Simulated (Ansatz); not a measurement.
Relaxing Sc

All numbers below come from DFT PBEsol, scalar-relativistic, plane waves, PAW in Ansatz 0.2.0.

The start is a database structure of Sc, space group I4/mmm (No. 139).

The final relaxation ran on this input, with the default PAW datasets:

```yaml
crystal:
  lattice:
    - [-1.9172054859, 1.9172054859, 1.717603]
    - [1.9172054859, -1.9172054859, 1.717603]
    - [1.9172054859, 1.9172054859, -1.717603]
  atoms:
    - { symbol: Sc, position: [0.0, 0.0, 0.0] }
basis:
  ecutwfc: 420
kpoints:
  mp_grid: { grid: [22, 22, 22] }
hamiltonian:
  xc: pbesol
scf:
  occupations: { method: gaussian, width: 0.1 }
output:
  forces: true
  stress: true
  eigenvalues: true
relax:
  adjacent_minimum: "off"
  f_tol: 0.01
  max_steps: 80
  cell: { stress_tol: 0.05 }
```

It can be run as:

```bash
ansatz run input.yaml --threads 1 --pin off --backend cpu --events-out ev --progress --plain --runs-dir out  # memory cap (--max-ram) not shown
```

The program printed at the end:

```
SCF converged after 5 iterations
Free energy (F): -2111.263736 eV
Harris-Foulkes:  -2111.263736 eV  (|F-HF|=1.36e-12)
Internal energy: -2111.251046 eV  (E = F + TS)
E sigma→0 (E₀):  -2111.257391 eV
Entropy (-TS):   -0.012689 eV (-12.689 meV/atom)
Fermi energy:    9.646460 eV
--- Per-component energies (eV) ---
  E_band       = -164.282320
  E_kinetic    = 260.414524
  E_local      = -828.860684  (includes V_loc(G=0)·N_el)
  E_nonlocal   = 84.409462
  E_hartree    = 281.935192
  E_xc         = -103.060864
  E_vxc        = -128.173489  (∫ρ·V_xc dr)
  E_paw        = -932.054926  (= ΣΔE_a)
  E_vpaw       = -115.942533  (= ΣTr[D̂ρ^β])
  E_aug_tail   = 0.000010  (compensation charges beyond the density's cutoff)
  E_ewald      = -874.162785
  E_core_change = 0.129025  (= ΣΔE_core)
  E_smearing   = -0.012689  (= −TS)
  E_closure    =  0.000000  (closes the sum)
  Σ components = -2111.263736   (vs F -2111.263736, Δ=0.00e0)
--- Forces (eV/Å), atoms counted from 1 ---
  atom   1  Sc     0.00000000     0.00000000     0.00000000
  max |Σ_I F_I| component: 1.23e-32 eV/Å
--- Stress (GPa, compression-positive) ---
        0.000356       0.000000       0.000000
        0.000000       0.000356       0.000000
        0.000000       0.000000       0.009639
  P = ⅓ Tr σ = 0.0035 GPa (0.035 kbar)
--- Relaxed structure (7 steps of the walk, 7 accepted, 1 SCFs on fresh bases) ---
  F+E_penalty+E_count = -2111.26373557 eV   max|allowed force component| = 0.000e0 eV/Å   (the final SCF, on the basis selected at the relaxed cell)
  cell:  # Å, volume = 23.8523 Å³
    - [-1.827000, 1.827000, 1.786463]
    - [1.827000, -1.827000, 1.786463]
    - [1.827000, 1.827000, -1.786463]
  atoms:
    - { symbol: Sc, position: [0.0, 0.0, 0.0] }
```

Absolute energies hang on the potentials; compare differences alone.

The result has space group I4/mmm (No. 139). Sc has 8 Sc at 3.14 Å and 6 Sc at 3.57–3.65 Å.

It lies 0.11 eV/atom above the element's standard state at the same level.

The k mesh leaves about 4 meV/atom of noise in metals.

Symmetry constrained the relaxation, so the result can be a saddle point.